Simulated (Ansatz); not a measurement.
For bcc Ta, LDA+SOC (PAW; Ansatz, an electronic-structure program) gives:

* **elastic constant C11**: 297 GPa
* **elastic constant C44**: 75.9 GPa
* **polycrystal shear modulus**: 69.2 GPa

Task: What does r²SCAN+SOC (Ansatz, PAW) give for the same quantities?

Result: 
- elastic constant C11: 270 GPa (drops by 9.1 %)
- elastic constant C44: 77.7 GPa (goes up by 2.4 %)
- Voigt–Reuss–Hill shear modulus: 65.7 GPa (falls by 5.1 %)

For comparison: elastic constant C11 266 GPa (measured, 0 K, extrapolated to 0 K; zero-point effects included; as tabulated in Wang et al. (2022), arXiv:2209.12322); elastic constant C44 87.4 GPa (measured, 0 K, extrapolated to 0 K; zero-point effects included; as tabulated in Wang et al. (2022), arXiv:2209.12322).

Changes are worked out from the printed values.

Unless a cell is named, each level is at its own relaxed cell (LDA+SOC 17.21, r²SCAN+SOC 18.04 Å³/atom).

Levels without +SOC leave out spin–orbit coupling, which shifts energies and cells of such heavy elements.

Caveats: shear constants of such metals converge slowly with the k mesh (LDA+SOC, r²SCAN+SOC). Ansatz's density-functional and Hartree–Fock values are scalar-relativistic unless marked +SOC, with PAW data made under PBE.
